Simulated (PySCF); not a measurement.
## Bonding in ethynyl isothiocyanate

Species: ethynyl isothiocyanate, C3HNS.
SMILES with atom numbers: `[CH:1]#[C:2][N:3]=[C:4]=[S:5]` (hydrogens: H6 on C1)

Structure used (PBE0-D3(BJ)/def2-SVP), in Å, numbered top down from 1:
```
atom  x, y, z in Å
C1    -0.983    1.628    0.500
C2    -0.366    0.606    0.268
N3     0.289   -0.480    0.019
C4     0.895   -1.483   -0.210
S5     1.692   -2.801   -0.510
H6    -1.527    2.530    0.706
```

Bond orders from the PBE0/pcSseg-1 density (PySCF). Isolated species at its PBE0-D3(BJ)/def2-SVP geometry, gas phase.

Task: Where do the orders between heavy atoms depart from those drawn in the SMILES?

Result: The largest departure is 0.510, at C1–C2 (drawn triple, 2.490). Drawn single, order above 1.12: C2–N3 (1.161). Drawn double or triple, more than 0.30 short of the drawn order: C1–C2 (2.490).

Task: Give the Mayer order of every bond, beside its length.

Result: 
```tsv
bond	drawn as	length (Å)	Mayer order
C1–C2	triple	1.216	2.490
C2–N3	single	1.292	1.161
N3–C4	double	1.195	1.974
C4–S5	double	1.570	1.752
C1–H6	single	1.073	1.058
```

Bonds between the same two heavy elements. C–N: lowest C2–N3 (1.161, 1.292 Å), highest N3–C4 (1.974, 1.195 Å).

Task: Sum the orders of all bonds at each heavy atom with more than one neighbour and set the sums beside the valence in the SMILES.

Result: C1 3.548 (drawn 4), C2 3.651 (drawn 4), N3 3.135 (drawn 3), C4 3.726 (drawn 4). Orders between atoms that aren't bonded are not in these sums.

For a closed shell the Mayer order of atoms A and B is Σ (PS)μν (PS)νμ over the basis functions μ on A and ν on B, with P the density and S the overlap matrix.
